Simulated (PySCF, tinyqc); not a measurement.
CID on RHF in the sto-6g basis, for HF, spin multiplicity 1, step by step (part 1 of 2). The lowest restricted solution is unstable here: a spin-polarised one lies 0.0513 hartree lower (PySCF). Computed by tinyqc, a small Python program that keeps every step (integrals from PySCF). Settings: charge = 0, multiplicity = 1, basis = sto-6g, method = RHF, energy threshold = 1e-10, iteration cap = 83, orthogonalisation = symmetric, start = Wolfsberg-Helmholz matrix, DIIS depth = 6, ci = CID, davidson = 1. Command: `OMP_NUM_THREADS=1 python tinyqc.py 25500 25501 out.jsonl` (the two numbers bound the seeds that draw the settings). One thread of a shared host (Intel(R) Xeon(R) Processor @ 2.60GHz), about 0.1 s of CPU time with the checks. Later iterations appear only in the table of the cycle.

## One-electron integrals

Geometry (angstrom):
```
atom         x         y         z
F     0.000000  0.000000  0.000000
H     0.000000  0.000000  1.474000
```

Basis sto-6g: exponents (1/bohr^2) and contraction coefficients of normalised primitives:
```
element  l (shell)     exponent  coefficient
F            s (1)  1728.626574     0.009164
F            s (1)   316.941790     0.049361
F            s (1)    88.668891     0.168538
F            s (1)    30.460157     0.370563
F            s (1)    11.828570     0.416492
F            s (1)     4.871659     0.130334
F            s (2)    67.032281    -0.013253
F            s (2)    13.267438    -0.046992
F            s (2)     4.123510    -0.033785
F            s (2)     1.586463     0.250242
F            s (2)     0.689002     0.595117
F            s (2)     0.315820     0.240706
F            p (3)    67.032281     0.003760
F            p (3)    13.267438     0.037679
F            p (3)     4.123510     0.173897
F            p (3)     1.586463     0.418036
F            p (3)     0.689002     0.425860
F            p (3)     0.315820     0.101708
H            s (1)    35.523221     0.009164
H            s (1)     6.513144     0.049361
H            s (1)     1.822143     0.168538
H            s (1)     0.625955     0.370563
H            s (1)     0.243077     0.416492
H            s (1)     0.100112     0.130334
```

Overlap, kinetic and nuclear-attraction integrals over the contracted functions; the nuclear repulsion is the sum of Za Zb / Rab.

nuclear repulsion = 3.23106845 hartree

overlap S:
```
           1F 1s     1F 2s    1F 2px    1F 2py    1F 2pz     2H 1s
1F 1s   1.000000  0.232479  0.000000  0.000000  0.000000  0.013931
1F 2s   0.232479  1.000000  0.000000  0.000000  0.000000  0.175393
1F 2px  0.000000  0.000000  1.000000  0.000000  0.000000  0.000000
1F 2py  0.000000  0.000000  0.000000  1.000000  0.000000  0.000000
1F 2pz  0.000000  0.000000  0.000000  0.000000  1.000000  0.159827
2H 1s   0.013931  0.175393  0.000000  0.000000  0.159827  1.000000
```

kinetic energy T (hartree):
```
            1F 1s      1F 2s    1F 2px    1F 2py    1F 2pz      2H 1s
1F 1s   37.397730  -1.143349  0.000000  0.000000  0.000000  -0.004349
1F 2s   -1.143349   1.082297  0.000000  0.000000  0.000000  -0.011652
1F 2px   0.000000   0.000000  3.251325  0.000000  0.000000   0.000000
1F 2py   0.000000   0.000000  0.000000  3.251325  0.000000   0.000000
1F 2pz   0.000000   0.000000  0.000000  0.000000  3.251325   0.024856
2H 1s   -0.004349  -0.011652  0.000000  0.000000  0.024856   0.768522
```

nuclear attraction V (hartree):
```
             1F 1s       1F 2s      1F 2px      1F 2py      1F 2pz      2H 1s
1F 1s   -78.181459   -7.949172    0.000000    0.000000   -0.006164  -0.543902
1F 2s    -7.949172  -11.834398    0.000000    0.000000   -0.072876  -1.392548
1F 2px    0.000000    0.000000  -11.823262    0.000000    0.000000   0.000000
1F 2py    0.000000    0.000000    0.000000  -11.823262    0.000000   0.000000
1F 2pz   -0.006164   -0.072876    0.000000    0.000000  -11.855145  -1.080178
2H 1s    -0.543902   -1.392548    0.000000    0.000000   -1.080178  -4.456236
```

core Hamiltonian H = T + V (hartree):
```
             1F 1s       1F 2s     1F 2px     1F 2py     1F 2pz      2H 1s
1F 1s   -40.783730   -9.092521   0.000000   0.000000  -0.006164  -0.548251
1F 2s    -9.092521  -10.752102   0.000000   0.000000  -0.072876  -1.404200
1F 2px    0.000000    0.000000  -8.571936   0.000000   0.000000   0.000000
1F 2py    0.000000    0.000000   0.000000  -8.571936   0.000000   0.000000
1F 2pz   -0.006164   -0.072876   0.000000   0.000000  -8.603820  -1.055322
2H 1s    -0.548251   -1.404200   0.000000   0.000000  -1.055322  -3.687714
```

## Two-electron integrals

Functions are numbered as in S; the eight-fold symmetry (ij|kl) = (ji|kl) = (kl|ij) leaves the list below.

Two-electron integrals (ij|kl) in chemists' order, unique and non-zero (hartree):
```
(11|11) 5.406240   (21|11) 0.768129   (21|21) 0.138909   (22|11) 1.266271
(22|21) 0.283987   (22|22) 0.926367   (31|31) 0.029452   (32|31) 0.044681
(32|32) 0.204753   (33|11) 1.266273   (33|21) 0.283987   (33|22) 0.926366
(33|33) 0.998085   (41|41) 0.029452   (42|41) 0.044681   (42|42) 0.204753
(43|43) 0.053789   (44|11) 1.266273   (44|21) 0.283987   (44|22) 0.926366
(44|33) 0.890506   (44|44) 0.998085   (51|51) 0.029452   (52|51) 0.044681
(52|52) 0.204753   (53|53) 0.053789   (54|54) 0.053789   (55|11) 1.266273
(55|21) 0.283987   (55|22) 0.926366   (55|33) 0.890506   (55|44) 0.890506
(55|55) 0.998085   (61|11) 0.048855   (61|21) 0.008480   (61|22) 0.016997
(61|33) 0.016970   (61|44) 0.016970   (61|51) 0.000368   (61|52) 0.000725
(61|55) 0.017051   (61|61) 0.000526   (62|11) 0.143060   (62|21) 0.032659
(62|22) 0.121343   (62|33) 0.119600   (62|44) 0.119600   (62|51) 0.002368
(62|52) 0.018908   (62|55) 0.124830   (62|61) 0.002000   (62|62) 0.021126
(63|31) 0.003361   (63|32) 0.020122   (63|53) 0.003834   (63|63) 0.002864
(64|41) 0.003361   (64|42) 0.020122   (64|54) 0.003834   (64|64) 0.002864
(65|11) 0.106689   (65|21) 0.024666   (65|22) 0.097793   (65|33) 0.093993
(65|44) 0.093993   (65|51) 0.004822   (65|52) 0.033674   (65|55) 0.105393
(65|61) 0.001564   (65|62) 0.020880   (65|65) 0.023212   (66|11) 0.357356
(66|21) 0.083040   (66|22) 0.355049   (66|33) 0.346182   (66|44) 0.346182
(66|51) 0.005945   (66|52) 0.068077   (66|55) 0.372781   (66|61) 0.005092
(66|62) 0.087205   (66|65) 0.099234   (66|66) 0.774999
```

## Orthogonalisation

S = U s U^T; symmetric (Loewdin) form X = U s^(-1/2) U^T, so that X^T S X = 1.

eigenvalues of S: 0.697098  0.872894  1.000000  1.000000  1.113181  1.316828

X:
```
            1F 1s      1F 2s    1F 2px    1F 2py     1F 2pz      2H 1s
1F 1s    1.021303  -0.121833  0.000000  0.000000  -0.001321   0.009136
1F 2s   -0.121833   1.033762  0.000000  0.000000   0.011248  -0.092880
1F 2px   0.000000   0.000000  1.000000  0.000000   0.000000   0.000000
1F 2py   0.000000   0.000000  0.000000  1.000000   0.000000   0.000000
1F 2pz  -0.001321   0.011248  0.000000  0.000000   1.009996  -0.082886
2H 1s    0.009136  -0.092880  0.000000  0.000000  -0.082886   1.022224
```

## Starting guess

The start is the generalised Wolfsberg-Helmholz matrix (K = 1.75) built on H; D = 2 C_occ C_occ^T.

D at the start:
```
            1F 1s      1F 2s    1F 2px    1F 2py     1F 2pz      2H 1s
1F 1s    2.107475  -0.462839  0.000000  0.000000   0.019736  -0.072938
1F 2s   -0.462839   1.999708  0.000000  0.000000  -0.075178   0.234699
1F 2px   0.000000   0.000000  2.000000  0.000000   0.000000   0.000000
1F 2py   0.000000   0.000000  0.000000  2.000000   0.000000   0.000000
1F 2pz   0.019736  -0.075178  0.000000  0.000000   1.952813   0.120701
2H 1s   -0.072938   0.234699  0.000000  0.000000   0.120701   0.036325
```

## Iteration 1: building the Fock matrix

J_ij = sum D_kl (ij|kl), K_ij = sum D_kl (ik|jl); F = H + J - 0.5 K; E = tr D H + tr D J / 2 - 0.25 tr D K + E_nn.

Coulomb J (hartree):
```
            1F 1s      1F 2s    1F 2px    1F 2py     1F 2pz     2H 1s
1F 1s   20.851294   3.771704  0.000000  0.000000  -0.003118  0.231609
1F 2s    3.771704   9.863686  0.000000  0.000000  -0.009651  1.251168
1F 2px   0.000000   0.000000  9.863323  0.000000   0.000000  0.000000
1F 2py   0.000000   0.000000  0.000000  9.863323   0.000000  0.000000
1F 2pz  -0.003118  -0.009651  0.000000  0.000000   9.864407  0.993259
2H 1s    0.231609   1.251168  0.000000  0.000000   0.993259  3.581242
```

exchange K (hartree):
```
            1F 1s      1F 2s    1F 2px    1F 2py     1F 2pz     2H 1s
1F 1s   11.132541   1.803358  0.000000  0.000000   0.001712  0.116017
1F 2s    1.803358   3.158712  0.000000  0.000000  -0.033240  0.471507
1F 2px   0.000000   0.000000  2.648929  0.000000   0.000000  0.000000
1F 2py   0.000000   0.000000  0.000000  2.648929   0.000000  0.000000
1F 2pz   0.001712  -0.033240  0.000000  0.000000   2.635774  0.318551
2H 1s    0.116017   0.471507  0.000000  0.000000   0.318551  0.187510
```

Fock matrix F (hartree):
```
             1F 1s      1F 2s     1F 2px     1F 2py     1F 2pz      2H 1s
1F 1s   -25.498706  -6.222496   0.000000   0.000000  -0.010137  -0.374651
1F 2s    -6.222496  -2.467772   0.000000   0.000000  -0.065906  -0.388786
1F 2px    0.000000   0.000000  -0.033078   0.000000   0.000000   0.000000
1F 2py    0.000000   0.000000   0.000000  -0.033078   0.000000   0.000000
1F 2pz   -0.010137  -0.065906   0.000000   0.000000  -0.057299  -0.221339
2H 1s    -0.374651  -0.388786   0.000000   0.000000  -0.221339  -0.200227
```

total energy of this density = -98.97768015 hartree

## Iteration 1: diagonalisation and new density

Diagonalise F' = X^T F X, C = X C', fill 5 alpha and 5 beta electrons from the bottom; D = 2 C_occ C_occ^T. Each column has its largest component positive (the first on a tie).

F' = X^T F X (hartree):
```
            1          2          3          4          5          6
1  -25.090925  -3.150327   0.000000   0.000000  -0.011142  -0.012312
2   -3.150327  -1.384895   0.000000   0.000000  -0.034681  -0.210649
3    0.000000   0.000000  -0.033078   0.000000   0.000000   0.000000
4    0.000000   0.000000   0.000000  -0.033078   0.000000   0.000000
5   -0.011142  -0.034681   0.000000   0.000000  -0.023767  -0.207320
6   -0.012312  -0.210649   0.000000   0.000000  -0.207320  -0.119140
```

orbital energies (hartree): MO1 -25.502504, MO2 -1.027421, MO3 -0.240274, MO4 -0.033078, MO5 -0.033078, MO6 0.151473

coefficients C:
```
              MO1        MO2        MO3       MO4        MO5        MO6
1F 1s    0.996928  -0.243232   0.063143  0.000000   0.000000  -0.031208
1F 2s    0.012966   0.985729  -0.301972  0.000000   0.000000   0.171002
1F 2px   0.000000   0.000000   0.000000  0.039078   0.999236   0.000000
1F 2py   0.000000   0.000000   0.000000  0.999236  -0.039078   0.000000
1F 2pz   0.000647   0.073120   0.598037  0.000000   0.000000   0.814921
2H 1s   -0.001428   0.147654   0.703453  0.000000   0.000000  -0.737478
```

D after iteration 1:
```
            1F 1s      1F 2s    1F 2px    1F 2py     1F 2pz      2H 1s
1F 1s    2.114029  -0.491804  0.000000  0.000000   0.041244   0.014161
1F 2s   -0.491804   2.126036  0.000000  0.000000  -0.217011  -0.133790
1F 2px   0.000000   0.000000  2.000000  0.000000   0.000000   0.000000
1F 2py   0.000000   0.000000  0.000000  2.000000   0.000000   0.000000
1F 2pz   0.041244  -0.217011  0.000000  0.000000   0.725990   0.862972
2H 1s    0.014161  -0.133790  0.000000  0.000000   0.862972   1.033299
```

Within a degenerate level the vectors are fixed only up to a rotation; this is one choice.

## Iteration 7 (converged): orbitals

converged F (hartree):
```
             1F 1s      1F 2s     1F 2px     1F 2py     1F 2pz      2H 1s
1F 1s   -26.267104  -6.372678   0.000000   0.000000  -0.010338  -0.387113
1F 2s    -6.372678  -2.881435   0.000000   0.000000  -0.005229  -0.412820
1F 2px    0.000000   0.000000  -0.473739   0.000000   0.000000   0.000000
1F 2py    0.000000   0.000000   0.000000  -0.473739   0.000000   0.000000
1F 2pz   -0.010338  -0.005229   0.000000   0.000000  -0.179879  -0.337548
2H 1s    -0.387113  -0.412820   0.000000   0.000000  -0.337548  -0.198012
```

As before.

F' = X^T F X (hartree):
```
            1          2          3          4          5          6
1  -25.861332  -3.162904   0.000000   0.000000  -0.019076  -0.018858
2   -3.162904  -1.794546   0.000000   0.000000   0.035772  -0.204827
3    0.000000   0.000000  -0.473739   0.000000   0.000000   0.000000
4    0.000000   0.000000   0.000000  -0.473739   0.000000   0.000000
5   -0.019076   0.035772   0.000000   0.000000  -0.127965  -0.323802
6   -0.018858  -0.204827   0.000000   0.000000  -0.323802  -0.096087
```

orbital energies (hartree): MO1 -26.270151, MO2 -1.416430, MO3 -0.473739, MO4 -0.473739, MO5 -0.423949, MO6 0.230600

coefficients C:
```
              MO1        MO2        MO3       MO4        MO5        MO6
1F 1s    0.997276  -0.247665   0.000000  0.000000   0.031044   0.033565
1F 2s    0.011520   1.014570   0.000000  0.000000  -0.167125  -0.186665
1F 2px   0.000000   0.000000  -0.033316  0.999445   0.000000   0.000000
1F 2py   0.000000   0.000000   0.999445  0.033316   0.000000   0.000000
1F 2pz   0.000564   0.007877   0.000000  0.000000   0.691134  -0.741190
2H 1s   -0.001128   0.062927   0.000000  0.000000   0.627296   0.814286
```

D after iteration 7:
```
            1F 1s      1F 2s    1F 2px    1F 2py     1F 2pz      2H 1s
1F 1s    2.113724  -0.489947  0.000000  0.000000   0.040136   0.005528
1F 2s   -0.489947   2.114831  0.000000  0.000000  -0.215014  -0.082012
1F 2px   0.000000   0.000000  2.000000  0.000000   0.000000   0.000000
1F 2py   0.000000   0.000000  0.000000  2.000000   0.000000   0.000000
1F 2pz   0.040136  -0.215014  0.000000  0.000000   0.955456   0.868081
2H 1s    0.005528  -0.082012  0.000000  0.000000   0.868081   0.794924
```

Within a degenerate level the vectors are fixed only up to a rotation; this is one choice.

## Convergence

Stop when the energy changes by less than 1e-10 hartree and every element of the error matrix X^T (F D S - S D F) X is below 3e-06.

Course of the cycle:
```
iteration   E (hartree)     change  largest element of the error matrix
1          -98.97768015          -                             3.82e-01
2          -99.33153184  -3.54e-01                             1.84e-01
3          -99.35270295  -2.12e-02                             6.91e-03
4          -99.35273567  -3.27e-05                             2.48e-04
5          -99.35273573  -6.22e-08                             1.88e-05
6          -99.35273573  -3.35e-10                             6.58e-08
7          -99.35273573  -2.84e-14                             3.02e-08
```

PySCF RHF in the same basis = -99.35273573 hartree

Converged in 7 iterations.

## Populations, bond orders and dipole

Mulliken: Z minus the diagonal of D S on the atom; Loewdin: the same with S^(1/2) D S^(1/2); Mayer order: 2 sum_s sum (D(s) S)_ij (D(s) S)_ji over the two atoms.

Charges (e):
```
atom   Mulliken    Loewdin
1F    -0.080641  -0.072548
2H     0.080641   0.072548
```

Mayer bond orders:
```
pair     order
2-1   0.993497
```

dipole moment about the origin, x y z (debye): 0.000000  0.000000  0.960216

## Integrals over molecular orbitals

(pq|rs) = sum C_ip C_jq C_kr C_ls (ij|kl), one index at a time.

one-electron integrals over orbitals h = C^T H C (hartree):
```
            1          2          3          4          5          6
1  -40.770962   0.739720   0.000000   0.000000  -0.088255  -0.100789
2    0.739720  -9.179404   0.000000   0.000000   0.385678   0.568650
3    0.000000   0.000000  -8.571936   0.000000   0.000000   0.000000
4    0.000000   0.000000   0.000000  -8.571936   0.000000   0.000000
5   -0.088255   0.385678   0.000000   0.000000  -6.431556   2.476738
6   -0.100789   0.568650   0.000000   0.000000   2.476738  -5.827548
```

Two-electron integrals over orbitals (pq|rs), unique and non-zero (hartree):
```
(11|11) 5.382872    (21|11) -0.540574   (21|21) 0.087474    (22|11) 1.266849
(22|21) -0.025110   (22|22) 0.888240    (31|31) 0.030338    (32|31) 0.040403
(32|32) 0.192598    (33|11) 1.265992    (33|21) -0.014399   (33|22) 0.904773
(33|33) 0.998085    (41|41) 0.030338    (42|41) 0.040403    (42|42) 0.192598
(43|43) 0.053789    (44|11) 1.265992    (44|21) -0.014399   (44|22) 0.904773
(44|33) 0.890506    (44|44) 0.998085    (51|11) 0.068786    (51|21) -0.011027
(51|22) 0.003893    (51|33) 0.001755    (51|44) 0.001755    (51|51) 0.016275
(52|11) -0.091974   (52|21) 0.003492    (52|22) -0.042465   (52|33) -0.050789
(52|44) -0.050789   (52|51) 0.020541    (52|52) 0.120553    (53|31) -0.004645
(53|32) -0.019017   (53|53) 0.031340    (54|41) -0.004645   (54|42) -0.019017
(54|54) 0.031340    (55|11) 0.842348    (55|21) -0.007546   (55|22) 0.657583
(55|33) 0.642819    (55|44) 0.642819    (55|51) -0.001134   (55|52) -0.005170
(55|55) 0.635977    (61|11) 0.075579    (61|21) -0.012505   (61|22) 0.002839
(61|33) 0.001997    (61|44) 0.001997    (61|51) -0.013919   (61|52) -0.022036
(61|55) 0.003168    (61|61) 0.017922    (62|11) -0.109655   (62|21) 0.003304
(62|22) -0.059994   (62|33) -0.060392   (62|44) -0.060392   (62|51) -0.019918
(62|52) -0.087653   (62|55) -0.019213   (62|61) 0.019569    (62|62) 0.090662
(63|31) -0.004853   (63|32) -0.020039   (63|53) -0.024746   (63|63) 0.027495
(64|41) -0.004853   (64|42) -0.020039   (64|54) -0.024746   (64|64) 0.027495
(65|11) -0.453131   (65|21) 0.006916    (65|22) -0.273278   (65|33) -0.272661
(65|44) -0.272661   (65|51) 0.001192    (65|52) 0.061938    (65|55) -0.084341
(65|61) -0.003273   (65|62) 0.024132    (65|65) 0.260496    (66|11) 0.803428
(66|21) -0.008039   (66|22) 0.613369    (66|33) 0.600010    (66|44) 0.600010
(66|51) 0.007199    (66|52) 0.033340    (66|55) 0.624292    (66|61) -0.005412
(66|62) -0.042811   (66|65) -0.028842   (66|66) 0.643910
```

## CID: determinants and Hamiltonian

Hartree-Fock energy = -99.35273573 hartree

Slater-Condon rules over spin orbitals, with the nuclear repulsion added and E(HF) subtracted on the diagonal. Only determinants linked to the reference directly or through others are kept (one block of an abelian symmetry group), so some states are absent.

Occupation strings over the orbitals (2 doubly, a alpha, b beta, 0 empty; spin orbitals ordered 1a 1b 2a 2b ...): 222220 222202 2a22b2 a222b2 222022 220222 2b22a2 202222 ab2222 b222a2 ba2222 022222

H - E(HF) between determinants (hartree):
```
           222220     222202     2a22b2     a222b2     222022     220222     2b22a2     202222
222220   0.000000   0.260496  -0.024132   0.003273   0.027495   0.027495   0.024132   0.090662
222202   0.260496   0.612811   0.047719   0.018804   0.031340   0.031340  -0.047719   0.120553
2a22b2  -0.024132   0.047719   1.478909   0.028101   0.019017   0.019017  -0.120553   0.085014
a222b2   0.003273   0.018804   0.028101  26.064537   0.004645   0.004645  -0.020541  -0.003492
222022   0.027495   0.031340   0.019017   0.004645   0.705624   0.053789  -0.019017   0.192598
220222   0.027495   0.031340   0.019017   0.004645   0.053789   0.705624  -0.019017   0.192598
2b22a2   0.024132  -0.047719  -0.120553  -0.020541  -0.019017  -0.019017   1.478909  -0.085014
202222   0.090662   0.120553   0.085014  -0.003492   0.192598   0.192598  -0.085014   2.554058
ab2222  -0.019569  -0.020541   0.003492  -0.134522  -0.040403  -0.040403   0.013777  -0.010537
b222a2  -0.003273  -0.018804  -0.020541  -0.016275  -0.004645  -0.004645   0.028101   0.003492
ba2222   0.019569   0.020541   0.013777   0.011027   0.040403   0.040403   0.003492   0.010537
022222   0.017922   0.016275   0.011027  -0.051115   0.030338   0.030338  -0.011027   0.087474

           ab2222     b222a2     ba2222     022222
222220  -0.019569  -0.003273   0.019569   0.017922
222202  -0.020541  -0.018804   0.020541   0.016275
2a22b2   0.003492  -0.020541   0.013777   0.011027
a222b2  -0.134522  -0.016275   0.011027  -0.051115
222022  -0.040403  -0.004645   0.040403   0.030338
220222  -0.040403  -0.004645   0.040403   0.030338
2b22a2   0.013777   0.028101   0.003492  -0.011027
202222  -0.010537   0.003492   0.010537   0.087474
ab2222  27.333531   0.011027  -0.087474   0.504927
b222a2   0.011027  26.064537  -0.134522   0.051115
ba2222  -0.087474  -0.134522  27.333531  -0.504927
022222   0.504927   0.051115  -0.504927  55.850417
```
